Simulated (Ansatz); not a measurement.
SiNH₅, closed shell: a single point at a displaced guess of a reacting structure.

The input file, in.yaml:

```yaml
crystal:
  periodic: [false, false, false]
  atoms:
    - {symbol: Si, position_ang: [-0.204600, -0.281000, 1.226900]}
    - {symbol: H, position_ang: [0.139900, -0.986400, -0.143300]}
    - {symbol: N, position_ang: [0.199500, 0.095800, -0.994600]}
    - {symbol: H, position_ang: [-1.523100, 0.387300, 1.337900]}
    - {symbol: H, position_ang: [0.759000, 0.725600, 1.733500]}
    - {symbol: H, position_ang: [1.158900, 0.078300, -1.453200]}
    - {symbol: H, position_ang: [-0.527300, -0.046700, -1.692600]}
basis:
  gaussian: {orbitals: def2-TZVPP}
correlation: {method: ccsd_t}
output: {forces: true}
```

An equivalent command:

```bash
ansatz run in.yaml --threads 4 --pin off --events-out ev --progress --plain
```

What Ansatz 0.2.0 printed:

```
Functional definition: HF
  name "HF"
  cite "Fock, Z. Phys. 61, 126 (1930) doi:10.1007/BF01340294"
  parent pbe
  exchange = exact_x
  correlation = 0
818 factors; integrals over basis functions are off by at most 1.1e-3 eV
mean field evaluation 1: about -9417.2874 eV, gradient 3.3e1 eV
mean field evaluation 2: about -9417.2877 eV, gradient 3.3e1 eV
mean field evaluation 4: about -9420.0703 eV, gradient 2.9e0 eV
mean field evaluation 8: about -9420.1419 eV, gradient 1.6e-1 eV
mean field evaluation 16: about -9418.6356 eV, gradient 2.6e1 eV
mean field -9420.14231965 eV, -346.1838450452 hartree, gradient 2.5e-6 eV, S^2 0.000000; 0 other end points of the search recorded, 0 dependent functions left out; unrestricted orbitals would lower it
6 core orbitals not correlated: weight in the atoms' cores, before any rotation towards them, 1.000 or more for the frozen orbitals, at most 0.000 for the correlated occupied ones
reference -9420.14231965 eV, -346.1838450452 hartree; 7, 7 occupied and 130, 130 virtual orbitals, 818 factors
second order -10.31432350 eV of doubles, -0.00000000 eV of singles
cycle   1  -10.67339611 eV  change   -3.6e-1 eV  update   8.7e-2
cycle   2  -11.02891027 eV  change   -3.6e-1 eV  update   3.1e-2
cycle   3  -11.11174221 eV  change   -8.3e-2 eV  update   1.5e-2
cycle   4  -11.10539419 eV  change    6.3e-3 eV  update   4.5e-3
cycle   5  -11.10663203 eV  change   -1.2e-3 eV  update   1.8e-3
cycle   6  -11.10641883 eV  change    2.1e-4 eV  update   6.1e-4
cycle   7  -11.10613991 eV  change    2.8e-4 eV  update   2.2e-4
cycle   8  -11.10621477 eV  change   -7.5e-5 eV  update   1.0e-4
cycle   9  -11.10621636 eV  change   -1.6e-6 eV  update   3.7e-5
cycle  10  -11.10619722 eV  change    1.9e-5 eV  update   1.8e-5
cycle  11  -11.10620773 eV  change   -1.1e-5 eV  update   8.8e-6
cycle  12  -11.10620580 eV  change    1.9e-6 eV  update   3.7e-6
perturbative correction -0.48426750 eV, -0.0177965025 hartree
the calculation of the forces begins
Total energy: -9431.73279295 eV, -346.6097870827 hartree
Atom 0 at    -0.204600    -0.281000     1.226900 Å, force     0.113383     0.311318    -0.043083 eV/Å
Atom 1 at     0.139900    -0.986400    -0.143300 Å, force     0.390046     0.328412    -1.931361 eV/Å
Atom 2 at     0.199500     0.095800    -0.994600 Å, force     1.136129    -0.662935     0.707493 eV/Å
Atom 3 at    -1.523100     0.387300     1.337900 Å, force    -0.133197     0.200408    -0.108923 eV/Å
Atom 4 at     0.759000     0.725600     1.733500 Å, force     0.073332     0.152337     0.042887 eV/Å
Atom 5 at     1.158900     0.078300    -1.453200 Å, force    -1.700695    -0.165518     1.063604 eV/Å
Atom 6 at    -0.527300    -0.046700    -1.692600 Å, force     0.121002    -0.164023     0.269383 eV/Å
Dipole moment:     0.050049    -0.075275    -0.265294 e Å
```

The lines “mean field evaluation” count trial sets of orbitals through the whole run, from several starts and some on an approximate energy, so they need not fall steadily or lie above the final value.

The run took 23 s on 4 CPU threads (shared host), with 1.5 GiB of host memory at its peak.
